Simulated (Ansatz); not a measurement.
**revPBE/def2-SVPD run of C2H5Al (SMILES C=[CH][AlH2])**

Aim: the vertical ionisation energy of C2H5Al at revPBE/def2-SVPD, from 2 runs. 

Program for the calculation: Ansatz 0.2.0.

33 further runs of the same task are left out: 33 set aside as unsound or not needed.

### 1 The molecule

C2H5Al: 8 atoms, total charge 0, spin state singlet. As SMILES, `C=[CH][AlH2]`. The shape is that of a PBE0-D4/def2-TZVP optimisation.

Bond lengths: C1–C2 1.337 Å, C2–Al3 1.938 Å, C1–H4 1.089 Å, C1–H5 1.089 Å, C2–H6 1.090 Å, Al3–H7 1.588 Å, Al3–H8 1.588 Å. Angles: C1–C2–Al3 119.6°, C1–C2–H6 116.7°, Al3–C2–H6 123.7°, C2–C1–H4 121.7°, C2–C1–H5 123.0°, C2–Al3–H7 122.1°, C2–Al3–H8 116.8°, H4–C1–H5 115.3°, H7–Al3–H8 121.2°.

### 2 A single-point energy at revPBE/def2-SVPD

job.yaml reads:

```yaml
crystal:
  periodic: [false, false, false]
  atoms:
    - {symbol: C, position_ang: [-1.029900, 0.829200, -0.357000]}
    - {symbol: C, position_ang: [0.199000, 0.651000, 0.138100]}
    - {symbol: Al, position_ang: [0.930800, -1.139300, 0.262000]}
    - {symbol: H, position_ang: [-1.636900, -0.008600, -0.695500]}
    - {symbol: H, position_ang: [-1.495000, 1.809300, -0.451900]}
    - {symbol: H, position_ang: [0.735600, 1.546100, 0.452700]}
    - {symbol: H, position_ang: [2.384000, -1.417900, 0.837700]}
    - {symbol: H, position_ang: [0.004400, -2.327000, -0.241900]}
basis:
  gaussian:
    orbitals: def2-SVPD
magnetization:
  spin_polarized: false
  initial_magnetization: 0
hamiltonian:
  xc: {name: revPBE}
accuracy: high
output: {orbitals: {seedname: orbitals}}
```

Started as:

```console
ansatz run job.yaml --threads 1 --pin off --max-ram 3480MiB --events-out events.jsonl --progress --plain --runs-dir runs
```

Standard output:

```text
Warning: RAYON_NUM_THREADS=1 ignored (pool sized by the plan → 1); use --threads N
Functional definition: revPBE
  name "revPBE"
  parameter kappa = 1.245
  parameter beta = 0.06672455060314922
  exchange = pbe_x(kappa = kappa, mu = beta*pi^2/3)
  correlation = pbe_c(beta = beta)
2110 factors; integrals over basis functions are off by at most 3.5e-9 eV
mean field evaluation 1: about -8738.2253 eV, gradient 5.1e1 eV
mean field evaluation 2: about -8712.8364 eV, gradient 9.8e1 eV
mean field evaluation 4: about -8745.0186 eV, gradient 1.4e1 eV
mean field evaluation 8: about -8745.5815 eV, gradient 2.1e-1 eV
mean field evaluation 16: about -8745.5817 eV, gradient 5.2e-6 eV
mean field -8745.58167728 eV, -321.3941986717 hartree, gradient 6.0e-8 eV, S^2 0.000000; 0 other end points of the search recorded, 0 dependent functions left out
reference -8745.58168337 eV, -321.3941988955 hartree; 15, 15 occupied and 89, 89 virtual orbitals, 2110 factors
Total energy: -8745.58168337 eV, -321.3941988955 hartree
```

It took 7.2 s on 1 thread of Arm Neoverse V2, shared host; peak memory 0.27 GiB.

### 3 The doublet cation at the same level

Changes to job.yaml since step 2:

```diff
@@ -14,5 +14,6 @@
     orbitals: def2-SVPD
+total_charge: 1
 magnetization:
-  spin_polarized: false
-  initial_magnetization: 0
+  spin_polarized: true
+  initial_magnetization: 1
 hamiltonian:
```

Started as:

```console
ansatz run job.yaml --threads 1 --pin off --max-ram 3480MiB --events-out events.jsonl --progress --plain --runs-dir runs
```

Standard output, shortened:

```text
Warning: RAYON_NUM_THREADS=1 ignored (pool sized by the plan → 1); use --threads N
[... 2 set-up lines as earlier in the session ...]
[...]
2109 factors; integrals over basis functions are off by at most 3.5e-9 eV
[...]
mean field -8735.65457749 eV, -321.0293844833 hartree, gradient 2.4e-8 eV, S^2 0.754624; 12 other end points of the search recorded, 0 dependent functions left out
reference -8735.65458368 eV, -321.0293847107 hartree; 15, 14 occupied and 89, 90 virtual orbitals, 2109 factors
Total energy: -8735.65458368 eV, -321.0293847107 hartree
```

Run time: 53 s. Hardware: 1 thread of Arm Neoverse V2, shared host; peak memory 0.34 GiB.

### 4 What came out

Level: revPBE/def2-SVPD.

| quantity | value |
| --- | --- |
| singlet C2H5Al: total energy | -321.39420 Eh |
| singlet C2H5Al: HOMO energy | -6.79 eV |
| singlet C2H5Al: LUMO energy | -2.40 eV |
| singlet C2H5Al: HOMO–LUMO gap | 4.38 eV |
| doublet cation: total energy | -321.02938 Eh |
| doublet cation: HOMO energy (highest over α and β) | -12.86 eV |
| doublet cation: ⟨S²⟩ | 0.755 |
| vertical ionisation energy (to the doublet cation) | 9.927 eV |

Removing an electron at fixed nuclei costs 9.93 eV (229 kcal/mol). −ε(HOMO) before ionisation, 6.79 eV, is 3.14 eV below this ionisation energy.
